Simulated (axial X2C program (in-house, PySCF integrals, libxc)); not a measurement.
## NSiN⁺: properties at the nuclei

Calculated with an in-house all-electron X2C program for linear molecules (integrals from PySCF): two-component X2C with atomic mean-field Coulomb and Gaunt terms, Gaussian nuclei, basis N dyall-av3z, Si dyall-v3z with contracted cores.

N–Si–N held linear, with bonds 1.706 and 1.706 Å (near the PBE0 minimum at charge 1 of the determinant lowest at the starting distance; the state shown can have its own minimum elsewhere, held linear; other orders of the atoms were not compared).

Input and command:
```json
{"zs": [7, 14, 7], "q": 1, "bas": ["dyall-av3z", "dyall-v3z", "dyall-av3z"], "r0": [1.67, 1.67], "symm": 1, "scan": ["PBE0", "HF", "PBE"], "levels": ["PBE0", "HF", "PBE"], "nst": 2}
```
```bash
python solin.py task.json out
```

Keys: zs atomic numbers; q charge; bas basis sets; r0 starting distance in Å; symm equal bonds; scan levels of the two-bond scan; levels methods; nst determinants followed.

Determinant lowest in the PBE0 search, Ω = 5/2 (⟨Sz⟩ = 1.50, ⟨Lz⟩ = 1.00 at PBE0), spin on the atoms N 0.78, Si -0.06, N 0.78:

| level | A∥/gI N (MHz) | qzz N (a.u.) | A∥/gI Si (MHz) | qzz Si (a.u.) |
| --- | --- | --- | --- | --- |
| PBE0 | -12.6 | -0.42 | 10.1 | -1.84 |
| HF | -13.4 | -0.41 | -75.3 | -1.97 |
| PBE | -5.38 | -0.42 | 16.8 | -1.74 |

A∥ (defined per Ω) follows by multiplying with gI = μI/(I μN); qzz is the electric field gradient, eQq0 = 234.96 MHz × Q/barn × qzz. The operators were transformed with the bare-nucleus X2C matrices; with these basis sets, hyperfine constants and field gradients can be off by tens of per cent, and where levels differ in sign neither size nor sign is settled.

Task: With Q(14N) = 0.02044 barn (Q from Pyykkö, Mol. Phys. 2018), turn the PBE0 values of the first state into constants in MHz.

Result: eQq0(14N) = 234.96 × (0.02044) × (-0.42) = -2.02 MHz.

The molecule was held linear; bending was not examined, so a bent shape may lie lower.

Each state is one determinant with collinear spin, which with several unpaired electrons need not be a pure state. Unrestricted Hartree–Fock can overshoot spin polarisation at the nuclei. With several open shells hyperfine constants can be off by a factor of several. The search compared states at one distance, so a state with another bond length can lie lower. Further determinants of the search, some of them spin-mixed, are not shown. Where a field gradient or hyperfine factor spreads by more than a factor of two over the levels, a constant derived from it is not to be relied on.
